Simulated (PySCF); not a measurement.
How well do the runs reproduce experiment for difluorosilane?

**The experiment to reproduce.**

From NIST CCCBDB Release 22 (SRD 101), experimental dipoles, for the gas: dipole moment (microwave Stark effect, vibrational ground state) 1.54 ± 0.02 D.

The results are set against them at the end.

Difluorosilane, F₂H₂Si.
Atom-mapped SMILES: `[F:1][SiH2:2][F:3]` (hydrogens: H4, H5 on Si2)

Cartesian coordinates in Å at the GFN2-xTB level; atoms count from 1:
```
atom  x, y, z in Å
F1    -1.2039   -0.9315   -0.1024
Si2   -0.0034    0.1111    0.0112
F3     1.2874   -0.8123   -0.1363
H4    -0.0109    0.6536    1.3480
H5    -0.0605    0.9820   -1.1377
```

Runs made with PySCF (gas phase, on this GFN2-xTB geometry; no spin–orbit coupling):

```tsv
level	job	basis functions	wall time
PBE0/pcSseg-1	shieldings, charges and field gradients	68	2.1 s
```

Hardware: an Arm Neoverse V2 with one thread, shared host.

**Comparison with experiment**

**Dipole moment.** Measured: 1.54 D (NIST CCCBDB Release 22 (SRD 101), experimental dipoles).

| level | computed (D) | computed − measured (D) | % (from the printed values) |
| --- | --- | --- | --- |
| PBE0/pcSseg-1 | 2.11 | +0.57 | +37 |

The computed dipoles belong to one fixed geometry; measured ones are averaged over vibrations unless marked μe. Magnitudes are compared, not signs.

The geometry is computed, not the measured one. Where a level misses, the cause wasn't examined.
